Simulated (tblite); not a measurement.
CH₇PSi.
Cartesian coordinates in Å at the GFN2-xTB level; atoms count from 1:
```xyz
10
CH7PSi angstrom
Si     1.096    0.640   -0.045
C     -0.035   -0.895   -0.088
P     -1.845   -0.563    0.121
H      2.477    0.191   -0.225
H      0.709    1.547   -1.128
H      0.943    1.310    1.249
H      0.240   -1.604    0.697
H      0.072   -1.433   -1.034
H     -1.920    0.505   -0.775
H     -1.727    0.307    1.206
```

Computed with GFN2-xTB (tblite): harmonic, unscaled wavenumbers at the GFN2-xTB geometry, gas phase. Against measured fundamentals such values can be off by several per cent, at times by over 20. Modes of hydrogen on phosphorus and silicon can be 10 to 20 % off. One conformer, not necessarily the lowest.

Harmonic wavenumbers (cm⁻¹): 113.2, 183.0, 199.9, 498.1, 517.0, 641.8, 656.0, 771.2, 777.7, 782.8, 797.0, 867.4, 868.4, 1087.6, 1150.6, 1178.7, 1436.8, 2239.2, 2251.4, 2255.5, 2264.0, 2316.9, 2940.1, 2955.1.

A = 19566, B = 2948, C = 2741 MHz; mass 78.005 u (most abundant isotopes); point group Cs, symmetry number 1.

Q: What is the zero-point energy?

A: Half the sum of the wavenumbers: 14875 cm⁻¹ = 177.94 kJ/mol.

Q: Give the ideal-gas entropy at 400 K and 1 bar in the rigid-rotor, harmonic-oscillator model (classical rotation).

A: Translation 169.30, rotation 108.78, vibration 67.38: S = 345.5 J/(mol K).

Q: And Cp and H(400 K) − H(0)?

A: Cp = 115.93 J/(mol K), of which vibrations give 82.67 (their classical limit is 24 R = 199.5); H(400 K) − H(0) = 28.80 kJ/mol without the zero-point energy, 15.50 from vibrations.

Q: Blend soft modes into free rotors: weight 1/[1 + (100 cm⁻¹/ν̃)⁴] for the oscillator and the rest for a rotor with moment μB/(μ + B), μ = h/(8π²ν), B = 10⁻⁴⁴ kg m². What vibrational entropy results?

A: 66.02 J/(mol K) in place of 67.38, which changes −T·S at 400 K by +0.54 kJ/mol.

Q: How do the functions run with temperature in this model?

A: 
```csv
T (K),S (J/(mol K)),Cp (J/(mol K)),H − H(0) (kJ/mol),G − H(0) (kJ/mol),ln q(vib)
100,241.4,49.9,3.98,-20.16,0.35
200,281.9,70.5,9.93,-46.45,1.26
300,315.2,95.0,18.22,-76.33,2.31
500,373.2,132.7,41.26,-145.33,4.62
800,443.8,167.5,86.73,-268.30,8.12
1000,482.9,182.8,121.83,-361.05,10.31
```

q(vib) and H(0) count from the zero-point level.

Q: What must be added to the electronic energy to get the Gibbs energy at 400 K and 1 bar?

A: ZPE + [H(400 K) − H(0)] − T·S = 177.94 + 28.80 − 138.18 = 68.56 kJ/mol.

Hindered rotation and anharmonicity are outside this model. Other conformers, if any are populated, would add a mixing term that is left out.
